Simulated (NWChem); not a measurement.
A calculation on DMSO (C₂H₆OS)

```
S
O 1 1.5172
C 1 1.8499 2 106.49
H 3 1.1063 1 105.79 2 -66.72
H 3 1.1078 4 109.78 1 -116.56
H 3 1.1080 4 110.26 5 -123.52
C 1 1.8499 2 106.49 3 101.38
H 7 1.1063 1 105.79 2 66.72
H 7 1.1078 8 109.78 1 116.56
H 7 1.1080 8 110.26 9 123.52
```
Charge 0, spin multiplicity 1.

Everything below was run with NWChem. Structure: optimised with PBE/def2-SVP, a minimum by its harmonic frequencies.

The correlated methods keep 8 core orbitals frozen.

Worked example. A B2PLYP run in 3-21G ends its self-consistent part (53 % exact exchange, 47 % B88, 73 % LYP) at -549.78163 Ha, and second-order perturbation theory on those orbitals gives -0.48265 Ha unscaled.

The perturbative term enters with the weight 0.27: -549.78163 + 0.27·(-0.48265) = -549.91195 Ha is the total energy.
